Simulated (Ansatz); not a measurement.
Mulliken charges of BH4N2 (`N[B]N`) radical from ωB97M-V/def2-TZVPP in Ansatz (PBE0-D4/def2-TZVP geometry).

```
atom   x (Å)   y (Å)   z (Å)  charge (e)
  N1  -1.022   0.110  -0.712      -0.262
  B2  -0.011  -0.662  -0.134       0.024
  N3   1.037  -0.224   0.681      -0.262
  H4  -1.740  -0.290  -1.287       0.146
  H5  -1.107   1.109  -0.598       0.104
  H6   1.181   0.739   0.949       0.104
  H7   1.724  -0.850   1.055       0.146
```

Question: By hand: the dipole of these point charges (1 e Å = 4.8032 D).

Answer: Σ q r = (0.001, 0.040, 0.008) e Å, of length 0.041 e Å = 0.20 D.

Question: How does the dipole of the full density compare? (An estimate is asked.)

Answer: Ansatz gave: (0.011, 0.350, 0.068) e Å, 1.71 D; the point charges give 0.12 times that, at 0° from its direction.

Point charges leave out the atoms' own dipoles, such as those of lone pairs, and Mulliken's split depends on the basis, so the two needn't agree.
